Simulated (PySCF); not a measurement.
pyrazine (C₄H₄N₂), SMILES c1cnccn1.

Geometry: PBE-D3(BJ)/def2-SVP.

The numbers are results of PBE-D3(BJ)/def2-SVP (PySCF), not measurements.

No scaling factor is applied to the harmonic values.

| mode | ν (cm⁻¹) | IR (km/mol) | moving atoms (share of kinetic energy) |
|---|---|---|---|
| 1 | 309 | 0.0 | C 58 %, H 42 % |
| 2 | 417 | 18.3 | N 64 %, C 29 % |
| 3 | 585 | 0.0 | N 65 %, C 30 % |
| 4 | 703 | 0.0 | C 85 %, N 8 % |
| 5 | 764 | 0.0 | C 43 %, N 35 %, H 22 % |
| 6 | 774 | 18.7 | H 88 %, C 11 % |
| 7 | 915 | 0.0 | H 78 %, C 22 % |
| 8 | 963 | 0.0 | H 70 %, C 29 % |
| 9 | 969 | 0.0 | H 58 %, C 42 % |
| 10 | 998 | 38.1 | N 53 %, C 37 %, H 10 % |
| 11 | 1025 | 0.0 | C 62 %, N 24 %, H 14 % |
| 12 | 1061 | 8.4 | H 57 %, C 35 %, N 8 % |
| 13 | 1137 | 7.3 | H 53 %, C 45 % |
| 14 | 1211 | 0.0 | H 80 %, C 19 % |
| 15 | 1279 | 0.0 | C 58 %, N 42 % |
| 16 | 1316 | 0.0 | H 84 %, N 12 % |
| 17 | 1403 | 28.5 | H 47 %, C 38 %, N 15 % |
| 18 | 1462 | 1.6 | C 50 %, H 40 %, N 10 % |
| 19 | 1562 | 0.0 | C 51 %, N 47 % |
| 20 | 1577 | 0.0 | C 79 %, H 11 %, N 9 % |
| 21 | 3074 | 0.0 | H 92 % |
| 22 | 3075 | 6.9 | H 92 %, C 8 % |
| 23 | 3087 | 72.3 | H 91 %, C 9 % |
| 24 | 3095 | 0.0 | H 91 %, C 9 % |
